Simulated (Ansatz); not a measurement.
Abridged output of a molecular run in Ansatz:

```
Functional definition: HF
1422 factors; integrals over basis functions are off by at most 8.2e-4 eV
mean field evaluation 1: about -17709.3643 eV, gradient 3.7e1 eV
mean field evaluation 2: about -17709.6577 eV, gradient 3.7e1 eV
mean field evaluation 4: about -17712.8756 eV, gradient 4.3e0 eV
mean field evaluation 8: about -17712.9348 eV, gradient 2.6e-1 eV
mean field -17712.93525510 eV, -650.9383643663 hartree, gradient 2.0e-6 eV, S^2 0.000000; 0 other end points of the search recorded, 0 dependent functions left out
9 core orbitals not correlated: weight in the atoms' cores, before any rotation towards them, 1.000 or more for the frozen orbitals, at most 0.000 for the correlated occupied ones
reference -17712.93525510 eV, -650.9383643663 hartree; 15, 15 occupied and 212, 212 virtual orbitals, 1422 factors
second order -25.08271058 eV of doubles, -0.00000000 eV of singles
cycle   1  -25.44976437 eV  change   -3.7e-1 eV  update   1.0e-1
cycle   2  -26.04424768 eV  change   -5.9e-1 eV  update   3.1e-2
cycle   3  -26.17633490 eV  change   -1.3e-1 eV  update   1.5e-2
cycle   4  -26.16781989 eV  change    8.5e-3 eV  update   3.9e-3
cycle   5  -26.16736962 eV  change    4.5e-4 eV  update   1.8e-3
cycle   6  -26.16838189 eV  change   -1.0e-3 eV  update   5.1e-4
cycle   7  -26.16824935 eV  change    1.3e-4 eV  update   2.3e-4
cycle   8  -26.16818735 eV  change    6.2e-5 eV  update   8.5e-5
cycle   9  -26.16820902 eV  change   -2.2e-5 eV  update   3.5e-5
perturbative correction -1.13982307 eV, -0.0418877250 hartree
Total energy: -17740.24328719 eV, -651.9419160354 hartree
```

Its atoms:

Z-matrix (Å, degrees):
```
C
C 1 1.496
Cl 1 1.811 2 112.0
O 1 1.380 2 111.9 3 -125.5
H 1 1.091 2 111.0 3 115.9
C 2 1.322 1 127.6 3 0.6
H 2 1.088 1 112.0 3 179.5
H 4 0.964 1 108.3 2 52.2
H 6 1.083 2 121.5 1 -1.4
H 6 1.083 2 120.6 1 178.9
```

Problem. Which basis set was used?
A. def2-QZVPP
B. def2-TZVPP
C. cc-pV(Q+d)Z
D. def2-SVP

Solution. B. It gives 236 functions.

Problem. Write the keys of the input that set method, charge and spin (a neutral closed shell needs none for the last two).

Solution. 
```yaml
correlation: {method: ccsd_t}
```
